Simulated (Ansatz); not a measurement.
This triplet is an excited state, 0.89 eV above the relaxed singlet at the level composite: frozen-core CCSD(T) with HF/cc-pV5Z and the correlation energy extrapolated as X^-3 from cc-pVQZ and cc-pV5Z, plus full CI minus CCSD(T) in cc-pVDZ // PBE0-D3(BJ)/def2-TZVP (Ansatz, a first-principles code).

Species: H₂Si, SMILES `[SiH2]` (excited triplet) (charge 0, multiplicity 3).

Give a relaxed geometry from Ansatz with PBE0-D3(BJ)/def2-TZVP.

the end point of this relaxation (outside a Z-matrix the atoms follow the SMILES, hydrogens last).
Cartesian coordinates (Å) in one orientation:
```xyz
3

Si    -0.002     0.505     0.000
H     -1.277    -0.257     0.000
H      1.279    -0.248     0.000
```
